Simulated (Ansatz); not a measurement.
What does this script print? It uses Ansatz 0.2.0, Python API.

`scan.py`
```python
"""Stretching a bond of AlH3NO, the rest held rigid."""

from dataclasses import dataclass
import warnings

import ansatz as az
import numpy as np


@dataclass
class Settings:
    basis_set: str = "cc-pVDZ"
    functional: str = "r2scan0"


opts = Settings()


def main() -> None:
    warnings.simplefilter("ignore", az.DeckWarning)

    molecule = (
        az.Crystal.molecule()
        .atom("N", (-1.103, 0.1389, -0.4632))
        .atom("Al", (0.6936, -0.2897, -0.3672))
        .atom("O", (1.4035, -0.7286, 1.2394))
        .atom("H", (-1.5172, -0.462, -1.1614))
        .atom("H", (-1.1945, 1.1312, -0.914))
        .atom("H", (1.7596, 0.1461, 1.6202))
    )

    symbols = [site.symbol for site in molecule.cartesian_sites]
    start = np.array([site.position_ang for site in molecule.cartesian_sites])
    axis = (start[5] - start[2]) / np.linalg.norm(start[5] - start[2])
    moving = [5]
    lengths, energies = [0.896, 0.937, 0.978, 1.018, 1.059, 1.1, 1.14, 1.202], []
    for length in lengths:
        xyz = start.copy()
        xyz[moving] += (length - np.linalg.norm(start[5] - start[2])) * axis
        point = az.Crystal.molecule()
        for symbol, xyz in zip(symbols, xyz):
            point = point.atom(symbol, xyz.tolist())
        job = (
            point.calculation()
            .basis(gaussian=opts.basis_set)
            .functional(opts.functional)
            .spin("collinear", total=1)
        )
        r = job.run(threads=1, pin="off").report
        energies.append(r["free_energy_ev"])
        print(f"r = {length:6.3f} A  E = {energies[-1]:.5f} eV  <S^2> = {abs(r['mean_field']['state']['spin_squared']):.3f}")

    # quartic fit about the minimum
    fit = np.polynomial.Polynomial.fit(lengths, np.array(energies) - min(energies), 4).convert()
    roots = [r.real for r in fit.deriv().roots() if abs(r.imag) < 1e-9 and fit.deriv(2)(r.real) > 0]
    r_e = min(roots, key=lambda r: abs(r - lengths[int(np.argmin(energies))]))
    print(f"minimum of the fit at {r_e:.4f} A, force constant {fit.deriv(2)(r_e):.2f} eV/A^2")


if __name__ == "__main__":
    main()
```

```console
$ python scan.py
r =  0.896 A  E = -10180.01957 eV  <S^2> = 0.756
r =  0.937 A  E = -10180.14447 eV  <S^2> = 0.756
r =  0.978 A  E = -10180.16238 eV  <S^2> = 0.756
r =  1.018 A  E = -10180.10200 eV  <S^2> = 0.756
r =  1.059 A  E = -10179.98032 eV  <S^2> = 0.756
r =  1.100 A  E = -10179.81382 eV  <S^2> = 0.756
r =  1.140 A  E = -10179.61994 eV  <S^2> = 0.757
r =  1.202 A  E = -10179.27834 eV  <S^2> = 0.757
minimum of the fit at 0.9654 A, force constant 52.37 eV/A^2
```

Caveats:
- Total energies depend on the basis set; only differences at equal settings carry meaning.
- The rest of the molecule is held rigid at a force-field or estimated start geometry, and the basis set is modest; single-reference methods fail as a bond breaks.
- The species is open-shell (spin multiplicity 2).
- It ran for 33 s on 1 thread of Intel(R) Xeon(R) Platinum 8488C (Sapphire Rapids), on a shared host, peak memory 0.25 GiB.

(Lines on the test bed's own set-up are left out of the output.)
